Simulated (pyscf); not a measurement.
H₂Si=AsH (SMILES [SiH2]=[AsH]) + H₂ (SMILES [H][H]) → H₃Si–AsH₂ (SMILES [SiH3][AsH2]), an addition across a multiple bond or ene-type step (singlet surface; H–H broken, As–H, H–Si formed). Structures and frequencies: ωB97X-D3(BJ)/def2-SVP in PySCF. Energies in kcal/mol from the separated reactants.

Small-basis levels: PySCF, no dispersion term, spherical d functions. 

Task: Quick SVWN5/6-31G*+LANL2DZ single points give ΔE‡ = 22.1 kcal/mol and ΔE = -35.5 kcal/mol. What does ωB97M-D3(BJ)/def2-TZVP give, and how far is the quick result from it?

Result: ωB97M-D3(BJ)/def2-TZVP gives ΔE‡ = 27.5 kcal/mol and ΔE = -36.1 kcal/mol. SVWN5/6-31G*+LANL2DZ lies 5.5 kcal/mol under it in the barrier and 0.5 kcal/mol over it in the reaction energy, so on this step it does not hold to within 3.0 kcal/mol. ωB97M-D3(BJ)/def2-TZVP has limits of its own. At the saddle there is also a short H–Si contact that neither side keeps. One saddle was located; it need not be the lowest between these sides. In the def2 sets elements up to Kr have no core potential.
